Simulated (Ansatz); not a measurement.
**C₂H₃B (SMILES BC#C): functionals against CCSD(T) at one geometry**

The task here is to estimate one member of a computed series from the others.

Method: single points in def2-TZVPP; program: Ansatz 0.2.0, Gaussian basis.

Cores are frozen in the correlated methods. B3LYP uses VWN-RPA correlation.

## Where the work starts

6 atoms, charge 0, spin multiplicity 1.

Atoms are counted from 1 here; the program's logs count them from 0.

Bond lengths: B1–C2 1.346 Å, B1–H4 1.091 Å, B1–H5 1.173 Å, C2–C3 1.204 Å, C3–H6 1.035 Å. Angles: C2–B1–H4 134.2°, C2–B1–H5 123.3°, H4–B1–H5 102.2°, B1–C2–C3 173.4°, C2–C3–H6 170.5°.

As a file:

| atom | x (Å) | y (Å) | z (Å) |
| --- | --- | --- | --- |
| B1 | -0.76830 | 0.49220 | -0.37390 |
| C2 | 0.29640 | -0.25330 | -0.02320 |
| C3 | 1.22790 | -0.87360 | 0.42030 |
| H4 | -1.70280 | 0.28570 | -0.89740 |
| H5 | -0.80790 | 1.65780 | -0.24740 |
| H6 | 1.95280 | -1.54360 | 0.73130 |

The first run:

The input, run/in.yaml:

```yaml
crystal:
  periodic: [false, false, false]
  atoms:
    - {symbol: B, position_ang: [-0.768300, 0.492200, -0.373900]}
    - {symbol: C, position_ang: [0.296400, -0.253300, -0.023200]}
    - {symbol: C, position_ang: [1.227900, -0.873600, 0.420300]}
    - {symbol: H, position_ang: [-1.702800, 0.285700, -0.897400]}
    - {symbol: H, position_ang: [-0.807900, 1.657800, -0.247400]}
    - {symbol: H, position_ang: [1.952800, -1.543600, 0.731300]}
basis:
  gaussian: {orbitals: def2-TZVPP}
correlation: {method: ccsd_t}
output: {forces: true}
```

No record of the launch command was kept for these runs.

Steps of the session up to this table: CCSD(T)/def2-TZVPP; PBE0-D4/def2-TZVPP; wB97M-V/def2-TZVPP; r2SCAN-D4/def2-TZVPP; PBE-D4/def2-TZVPP; B3LYP-D4/def2-TZVPP; SPW92/def2-TZVPP.

One of the session's tables, all rows but one given; the rest of the session is left out.

| method | RMS force component (eV/Å) | angle to CCSD(T) forces (°) | dipole (D) |
| --- | --- | --- | --- |
| CCSD(T) | 2.137 | reference | 1.43 |
| PBE0-D4 | 2.040 | 8.5 | 1.37 |
| wB97M-V | 2.177 | 10.2 | 1.41 |
| r2SCAN-D4 | 1.931 | 5.8 | 1.37 |
| PBE-D4 | 1.831 | 6.8 | 1.37 |
| B3LYP-D4 | ? | ? | ? |
| SPW92 | 1.736 | 11.7 | 1.32 |

**Question.** Estimate the row for B3LYP-D4.

The run gave: RMS force component (eV/Å): 2.017; angle to CCSD(T) forces (°): 7.5; dipole (D): 1.39. In the column «RMS force component (eV/Å)» it lies between r2SCAN-D4 (1.931) and PBE0-D4 (2.040).
